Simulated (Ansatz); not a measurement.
Input file:

```yaml
crystal:
  periodic: [false, false, false]
  atoms:
    - {symbol: B, position_ang: [0.000000, -0.119676, 1.348457]}
    - {symbol: Al, position_ang: [0.000000, 0.089420, -0.482643]}
    - {symbol: H, position_ang: [0.000000, -1.110050, -1.543462]}
basis:
  gaussian: {orbitals: 6-31G}
magnetization: {spin_polarized: false, initial_magnetization: 1}
correlation: {method: fci, electrons: outside_noble_gas}
```

```sh
$ ansatz run in.yaml --threads 1 --pin off --events-out ev --progress --plain --max-ram 2393MiB
```

Output:

```
508 factors; integrals over basis functions are off by at most 1.7e-7 eV
mean field evaluation 1: about -7262.2536 eV, gradient 8.4e0 eV
mean field evaluation 2: about -7262.2573 eV, gradient 8.4e0 eV
mean field evaluation 4: about -7262.9898 eV, gradient 1.5e0 eV
mean field evaluation 8: about -7263.0314 eV, gradient 8.6e-3 eV
mean field evaluation 16: about -7263.0488 eV, gradient 2.5e-1 eV
mean field evaluation 32: about -7262.7728 eV, gradient 2.3e0 eV
mean field evaluation 64: about -7262.5271 eV, gradient 1.1e0 eV
mean field evaluation 96: about -7262.9216 eV, gradient 3.6e0 eV
mean field evaluation 128: about -7263.0271 eV, gradient 3.4e0 eV
mean field evaluation 160: about -7263.0313 eV, gradient 5.4e-6 eV
mean field -7263.29979011 eV, -266.9213440452 hartree, gradient 1.8e-6 eV, S^2 0.750000; 15 other end points of the search recorded, 0 dependent functions left out
determinant -7263.29979011 eV, -266.9213440452 hartree, with singles and doubles -7266.17521609 eV, -267.0270140008 hartree
determinant -7263.03134049 eV, -266.9114787035 hartree, with singles and doubles -7266.36118754 eV, -267.0338483257 hartree
determinant -7262.55369987 eV, -266.8939257345 hartree, with singles and doubles -7265.48181221 eV, -267.0015318783 hartree
determinant -7263.29979011 eV, -266.9213440452 hartree, with singles and doubles -7266.17751163 eV, -267.0270983604 hartree
determinant -7263.03134049 eV, -266.9114787035 hartree, with singles and doubles -7266.35124684 eV, -267.0334830115 hartree
unrestricted determinant -7264.42919078 eV, -266.9628487544 hartree, S^2 1.6883
6 core orbitals not correlated: weight in the atoms' cores, before any rotation towards them, 1.000 or more for the frozen orbitals, at most 0.000 for the correlated occupied ones
reference -7263.29979011 eV, -266.9213440452 hartree; 4, 3 occupied and 14, 15 virtual orbitals, 508 factors
state -7266.58603793 eV, -267.0421114249 hartree
6 core orbitals not correlated: weight in the atoms' cores, before any rotation towards them, 1.000 or more for the frozen orbitals, at most 0.000 for the correlated occupied ones
state -7266.58613359 eV, -267.0421149405 hartree
Total energy: -7266.58613359 eV, -267.0421149405 hartree
```

Natural occupations: 1.9604 1.9389 1.6617 0.9687 0.2946 0.0622 0.0471 0.0240 0.0170 0.0055 0.0051 0.0041 0.0039 0.0027 0.0015 0.0011 0.0010 0.0005.

Ran on 1 thread of Arm Neoverse V1, shared host: 39 s wall, 0.26 GiB peak host memory.
